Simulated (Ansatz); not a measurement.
Correlation energies of C₂H₂N₂S (`c1cnsn1`) by basis set

Z-matrix (Å, degrees):
```
C
N 1 1.317
C 1 1.414 2 113.6
H 1 1.083 2 120.2 3 -180.0
S 2 1.619 1 106.8 3 -0.0
N 3 1.317 1 113.6 2 0.0
H 3 1.083 1 126.2 2 -180.0
```

Charge 0, multiplicity 1. The structure was optimised at the PBE0-D4/def2-TZVP level. Frozen core, restricted reference, the Gaussian-basis code of Ansatz. CBS rows extrapolate triple and quadruple zeta.

```csv
basis,HF (Eh),MP2 corr.
def2-SVP,-583.01019,-0.71788
def2-TZVPP,-583.37963,-0.88917
def2-QZVPP,-583.39927,-0.95225
cc-pV(D+d)Z,-583.31100,-0.72174
cc-pV(T+d)Z,-583.38043,-0.89090
cc-pV(Q+d)Z,-583.39697,-0.95310
```

Task: Estimate the CCSD correlation energy and the (T) correction in each basis where they were run (hartree).

Result: 
```csv
basis,CCSD corr.,(T)
def2-SVP,-0.73494,-0.03360
def2-TZVPP,-0.89483,-0.05163
def2-QZVPP,-0.94753,-0.05669
CBS(def2),-0.98656,-0.06045
cc-pV(D+d)Z,-0.73876,-0.03411
cc-pV(T+d)Z,-0.89621,-0.05177
cc-pV(Q+d)Z,-0.94836,-0.05665
CBS(cc),-0.98548,-0.06012
```
